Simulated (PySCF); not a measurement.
CH₇PSi.
Geometry (GFN2-xTB, Å), atoms numbered from 1 in this order:
```xyz
10
CH7PSi angstrom
C     -1.4329   -0.4981   -0.1321
Si     0.0470    0.6911   -0.1140
P      1.7247   -0.3499    0.9538
H     -2.3197   -0.0117   -0.5252
H     -1.6607   -0.8495    0.8707
H     -1.2331   -1.3711   -0.7476
H      0.3912    1.0801   -1.4896
H     -0.2574    1.9035    0.6546
H      2.0642   -1.1728   -0.1045
H      2.6856    0.5831    0.6115
```

The closed-shell SCF was solved with PySCF and density fitting under several settings on one GFN2-xTB geometry (grid level 2 and gas phase unless stated).

| settings | basis functions | SCF cycles | E (Eh) | HOMO (eV) | LUMO (eV) | dipole (D) |
| --- | --- | --- | --- | --- | --- | --- |
| PBE0/pcSseg-1 | 100 | 11 | -672.8276 | -7.40 | 0.55 | 1.12 |
| CAM-B3LYP/def2-SVPD | 124 | 11 | -672.9224 | -8.63 | 1.00 | 0.91 |
| PBE/3-21G | 49 | 12 | -669.2569 | -6.02 | 0.11 | 1.49 |
| PBE0/6-311+G(2d,p), IEF-PCM chloroform, energy threshold 1e-08 Eh | 139 | 8 | -672.8935 | -7.36 | 0.10 | 1.20 |

Task: Estimate the row for these settings: PBE0/STO-3G, grid level 3, fitting basis def2-qzvpp-jkfit.

Result: 
```json
{"settings": "PBE0/STO-3G, grid level 3, fitting basis def2-qzvpp-jkfit", "basis functions": "30", "SCF cycles": "8", "E (Eh)": "-665.1938", "HOMO (eV)": "-4.29", "LUMO (eV)": "6.34", "dipole (D)": "0.77"}
```

Task: Over all rows, what range does the HOMO–LUMO gap span?

Result: From 6.13 eV (PBE/3-21G) to 10.63 eV (PBE0/STO-3G, grid level 3, fitting basis def2-qzvpp-jkfit). The functional of the narrowest has no exact exchange, that of the widest 25 % exact exchange.

Task: Compare two rows with the functional PBE0: PBE0/pcSseg-1 and PBE0/STO-3G, grid level 3, fitting basis def2-qzvpp-jkfit. Which energy is lower, and by how much?

Result: PBE0/pcSseg-1 (100 functions) lies 7.6338 Eh or 4790 kcal/mol below PBE0/STO-3G, grid level 3, fitting basis def2-qzvpp-jkfit (30 functions).

Cycle counts include a coarse-grid stage where the run had one. All basis functions are spherical, in the Pople sets too. The species at its GFN2-xTB geometry (one conformer only).
